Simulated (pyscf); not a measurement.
# Addition across a multiple bond or ene-type step: `[S]=[Mo](=[S])([Cl])[Cl]` + `[SiH4]` → `[SiH3][S][MoH](=[S])([Cl])[Cl]`

Gas phase, singlet surface, charge 0. Bonds broken: Si6–H7. Bonds formed: S1–Si6, Mo2–H7. Structures and frequencies: ωB97X-D3(BJ)/def2-SVP in PySCF.

Transition state (Å):

```xyz
10

S      0.6249    -0.3465     0.9983
Mo    -1.2447    -1.0193     0.2014
S     -0.8941    -2.1095    -1.5191
Cl    -3.2121     0.1841     0.5393
Cl    -2.1347    -2.5326     1.6610
Si     0.0280     1.4194    -0.6734
H     -1.3066     0.3199    -0.8703
H      0.3591     1.1371    -2.0937
H     -1.0678     2.4008    -0.4578
H      1.2487     2.0045    -0.0524
```

One imaginary mode, 218i cm⁻¹; descent along it reached the two sides named, in the forms told below.

```
bond    change  reactant side (Å)  saddle  product side
------  ------  -----------------  ------  ------------
Si6–H7  breaks              1.487   1.740           2.7
S1–Si6   forms                4.6   2.504         2.148
Mo2–H7   forms                3.4   1.716         1.650
```

Electronic energies relative to the separated reactants (kcal/mol):

```tsv
level	barrier	reaction energy	reverse barrier
ωB97X-D3(BJ)/def2-TZVP	15.3	-4.0	19.3
PBE/def2-TZVP	20.7	+5.6	15.1
r²SCAN/def2-TZVP	20.7	+4.2	16.5
B3LYP-D3(BJ)/def2-TZVP	22.2	+3.7	18.6
PBE0-D3(BJ)/def2-TZVP	17.4	-0.1	17.5
M06-2X/def2-TZVP	24.1	+2.9	21.3
ωB97M-D3(BJ)/def2-TZVP	22.4	+1.3	21.1
HF/def2-TZVP	43.0	+11.4	31.5
```

With ωB97M-D3(BJ)/def2-TZVP energies and thermal terms (ideal gas, 1 atm, RRHO with modes under 100 cm⁻¹ raised to 100, one conformer, R ln 2 for chiral ones without a mode under 150 cm⁻¹), in kcal/mol:

| T (K) | ΔH‡ | ΔG‡ | ΔH | ΔG |
|---|---|---|---|---|
| 298 | 23.3 | 33.7 | +2.8 | +12.7 |
| 600 | 23.7 | 44.1 | +3.8 | +22.4 |
| 900 | 24.2 | 54.3 | +4.9 | +31.5 |
| 1200 | 24.8 | 64.2 | +6.1 | +40.2 |

On the product side the descent ends in a point that may be a rotor saddle (no frequency run), 1.0 kcal/mol over the lowest minimum found and 18.3 kcal/mol under the saddle at ωB97X-D3(BJ)/def2-TZVP. At the saddle there is also a short Mo–Si contact that neither side keeps. This is the saddle that the search found; another between the same sides may lie lower. Elements past Kr carry the def2 core potentials, without spin-orbit coupling.
